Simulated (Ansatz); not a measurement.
# C2H4F2O: basis-set convergence

Aim: see how fast density functionals and correlated methods converge with the basis set for C2H4F2O.

Method: one geometry, several basis sets; program: Ansatz 0.2.0, Gaussian basis.

Levels to be run: PBE0-D4/def2-SVP; ωB97M-V/def2-SVP; PBE0-D4/def2-QZVPP; ωB97M-V/def2-QZVPP; CCSD(T)/cc-pV(D+d)Z; CCSD(T)/cc-pV(T+d)Z; CCSD(T)/cc-pV(Q+d)Z; the functionals' def2-TZVPP values are taken from earlier runs.

### Step 1. The relaxed structure

All runs share one geometry, relaxed beforehand with PBE0-D4 in a triple-zeta def2 set.

SMILES `COC(F)F`, 9 atoms, charge 0, spin multiplicity 1.

Atoms are counted from 1 here; the program's logs count them from 0.

Bond lengths: C1–O2 1.417 Å, C1–H6 1.096 Å, C1–H7 1.088 Å, C1–H8 1.093 Å, O2–C3 1.350 Å, C3–F4 1.360 Å, C3–F5 1.336 Å, C3–H9 1.099 Å. Angles: O2–C1–H6 110.9°, O2–C1–H7 106.4°, O2–C1–H8 111.2°, H6–C1–H7 109.2°, H6–C1–H8 109.5°, H7–C1–H8 109.6°, C1–O2–C3 113.9°, O2–C3–F4 111.2°, O2–C3–F5 107.5°, O2–C3–H9 113.6°, F4–C3–F5 107.4°, F4–C3–H9 107.3°, F5–C3–H9 109.7°.

Geometry (Å):

```xyz
9
charge 0, multiplicity 1
C    -0.55996   -0.36392   -0.98786
O     0.67870    0.03624   -0.42902
C     0.60460    0.38211    0.87332
F     0.38218   -0.70628    1.65872
F     1.78929    0.89161    1.22288
H    -1.32164    0.41191   -0.84839
H    -0.38587   -0.50689   -2.05193
H    -0.90866   -1.29999   -0.54519
H    -0.19024    1.10891    1.09047
```

### Step 2. PBE0-D4 in def2-SVP

Contents of in.yaml:

```yaml
crystal:
  periodic: [false, false, false]
  atoms:
    - {symbol: C, position_ang: [-0.559958, -0.363917, -0.987858]}
    - {symbol: O, position_ang: [0.678696, 0.036239, -0.429016]}
    - {symbol: C, position_ang: [0.604600, 0.382107, 0.873319]}
    - {symbol: F, position_ang: [0.382177, -0.706277, 1.658719]}
    - {symbol: F, position_ang: [1.789292, 0.891610, 1.222877]}
    - {symbol: H, position_ang: [-1.321640, 0.411911, -0.848390]}
    - {symbol: H, position_ang: [-0.385867, -0.506892, -2.051931]}
    - {symbol: H, position_ang: [-0.908662, -1.299990, -0.545191]}
    - {symbol: H, position_ang: [-0.190238, 1.108907, 1.090472]}
basis:
  gaussian: {orbitals: def2-SVP}
hamiltonian: {xc: pbe0, dispersion: d4}
output: {orbitals: {seedname: orbitals}}
```

Started as:

```sh
$ ansatz run in.yaml --threads 2 --pin off --events-out ev --progress --plain --max-ram 22528MiB --backend cpu
```

After this run come: ωB97M-V in def2-SVP; PBE0-D4 in def2-QZVPP; ωB97M-V in def2-QZVPP; CCSD(T) in cc-pV(D+d)Z; CCSD(T) in cc-pV(T+d)Z; CCSD(T) in cc-pV(Q+d)Z.

Q: Predict the results of all the runs planned. Wanted: MP2 correlation recovered, cc-pV(D+d)Z; MP2 correlation recovered, cc-pV(T+d)Z; MP2 correlation recovered, cc-pV(Q+d)Z; CCSD(T) limit from def2 sets; PBE0-D4: double and triple zeta above quadruple; ωB97M-V: double and triple zeta above quadruple.

As calculated:

| quantity | value |
| --- | --- |
| MP2 correlation recovered, cc-pV(D+d)Z | 67.8 % |
| MP2 correlation recovered, cc-pV(T+d)Z | 87.7 % |
| MP2 correlation recovered, cc-pV(Q+d)Z | 94.9 % |
| CCSD(T) limit from def2 sets (earlier runs) less the limit of this series | 19 meV |
| PBE0-D4: double and triple zeta above quadruple | 12.00, 0.51 eV |
| ωB97M-V: double and triple zeta above quadruple | 12.29, 0.49 eV |

For PBE0-D4 the step from double to triple zeta gains 11.49 eV and the next only 0.51 eV. Correlation climbs from 68 % (cc-pV(D+d)Z) to 95 % (cc-pV(Q+d)Z) of the limit; Hartree-Fock is 0.225 eV from its own by then. A limit from the def2 sets, made apart, differs by 19 meV, a least measure of the doubt on such a limit. Total energies overstate the basis error of differences, where much of it tends to cancel. The LUMO of ωB97M-V is positive and keeps falling with the basis (3.57 to 1.85 eV): an unbound level that the basis holds in place.
